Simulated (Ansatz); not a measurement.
Calculated with Ansatz (gas phase, PBE0-D4/def2-TZVP geometries, no zero-point term in ΔE). CCSD(T)/CBS is the MP2 limit (def2-TZVPP, def2-QZVPP) plus CCSD(T) − MP2 in def2-TZVPP, frozen cores. Functionals use def2-TZVPP. B3LYP here is the variant with VWN-RPA as its local correlation; programs differ in this. Each species was taken in one conformer, which may not be the lowest.

Consider the ligand exchange at a P–C bond: `CC(C)(C)P` + `NC(F)S` → `FC(S)NP` + `CC(C)C`.

CCSD(T)/CBS gives -13.8 kJ/mol.

Q: Another level gave -22.2 kJ/mol. Which?
A. revPBE-D4/def2-TZVPP
B. LC-ωPBE/def2-TZVPP
C. B3LYP/def2-TZVPP
D. B97M-V/def2-TZVPP

A: B. LC-ωPBE -22.2, B3LYP -29.1, B97M-V -15.2, revPBE-D4 -9.5 kJ/mol.

Q: What do rigid-rotor, harmonic-oscillator terms from PBE0-D4/def2-TZVP frequencies (298.15 K, 1 bar) make of the CCSD(T)/CBS value? (Best estimate.)

A: Computed: ΔZPE = +1.6 kJ/mol, ΔH = -12.6 kJ/mol, ΔS = -6 J/(mol·K), ΔG = -10.9 kJ/mol.

Largest T1 diagnostic among the species: 0.012.

In def2-TZVPP, CCSD(T) changes the Hartree–Fock value by +22.3 kJ/mol (the triples alone add +3.8 kJ/mol) and MP2 by +25.1 kJ/mol. The D4 term adds +8.1 kJ/mol with B3LYP and +4.2 kJ/mol with PBE0; it sums over pairs of atoms, weighted by their polarisabilities, and B3LYP, whose exchange is more repulsive, gets the larger term.

CCSD(T)/CBS has its own doubt, a few kJ/mol and more with outer-core shells, so smaller differences from it don't rank the levels.
